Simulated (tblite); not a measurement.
Species: C3H5S2 (doublet state).
Atom-mapped SMILES: `[CH:1]1[CH2:2][S:3][CH2:4][S:5]1` (hydrogens: H6 on C1; H7, H8 on C2; H9, H10 on C4)

The geometry is computed with GFN2-xTB (gas phase). This method treats the open shell by occupation alone, without spin polarisation.

List the bond lengths, angles and torsions at this level.

| bond | length (Å) |
| --- | --- |
| C1–C2 | 1.458 |
| C2–S3 | 1.868 |
| S3–C4 | 1.806 |
| C4–S5 | 1.841 |
| C1–S5 | 1.708 |
| C1–H6 | 1.072 |
| C2–H7, C2–H8 | 1.091 |
| C4–H9, C4–H10 | 1.088 |

Bonds in one row agree within 0.01 Å and their mean is given. A selection of angles:
| angle | degrees |
| --- | --- |
| C2–C1–S5 | 116.6 |
| C2–C1–H6 | 123.9 |
| S5–C1–H6 | 117.4 |
| C1–C2–S3 | 106.8 |
| C1–C2–H7 | 113.3 |
| S3–C2–H7 | 108.4 |
| S3–C2–H8 | 104.4 |
| H7–C2–H8 | 109.9 |
| C2–S3–C4 | 90.1 |
| S3–C4–S5 | 109.0 |
| S3–C4–H9 | 110.3 |
| S5–C4–H9 | 108.2 |
| S5–C4–H10 | 108.7 |
| H9–C4–H10 | 110.7 |
| C1–S5–C4 | 95.4 |

Dihedral angles: S5–C1–C2–S3 37° (synclinal); C1–C2–S3–C4 -45° (synclinal); C2–S3–C4–S5 39° (synclinal); S3–C4–S5–C1 -24° (synperiplanar); C2–C1–S5–C4 -9° (synperiplanar). The mirror-image conformer, all signs reversed, is as good.

The 5-membered ring C1–C2–S3–C4–S5 has internal angles of 90.1° to 116.6° (sum 518°, against 540° for a flat polygon); it is puckered, 0.24 Å rms from its mean plane, widest ring torsion 45°. The C–S distances run from 1.708 Å (C1–S5, drawn single) to 1.868 Å (C2–S3, drawn single), a spread of 0.160 Å. C1 (carbon bonded to C, S and H) is almost planar (angles 123.9°, 117.4° and 116.6°, sum 358.0°, 0.11 Å off the plane of its three neighbours).

Point group: C1 (no symmetry element, even within 0.4 Å). Its GFN2-xTB frequencies are all real (lowest 138 cm⁻¹).
